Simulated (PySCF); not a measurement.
Shapes and spin states of CH₂

These are results of PySCF, PBE0, basis C def2-TZVP, H def2-TZVP (no relativity, density fitting), not measurements.

Relaxations began from a few typed shapes and spin states; open shells are unrestricted. The search is not exhaustive: other isomers or separated fragments can lie lower, and high-lying points may rest on an excited occupation.

Question: Order these stationary points by electronic energy, lowest first, in kJ/mol from the lowest minimum.
A. triplet D∞h: C–H 1.068 Å (×2); H–C–H 180.0°
B. singlet C2v: C–H 1.112 Å (×2); H–C–H 101.6°
C. singlet D∞h: C–H 1.067 Å (×2); H–C–H 180.0°
D. triplet C2v: C–H 1.079 Å (×2); H–C–H 134.8°

Answer: D (0.0), A (20.3), B (74.3), C (207.8).

Question: Which of them are minima?

Answer: By energy in kJ/mol, 0.0: minimum; 20.3: saddle point, 2 imaginary modes; 74.3: minimum; 207.8: saddle point, 1 imaginary mode.

The electron or spin density has lower symmetry than the nuclear frame for the singlet D∞h at 207.8 kJ/mol.
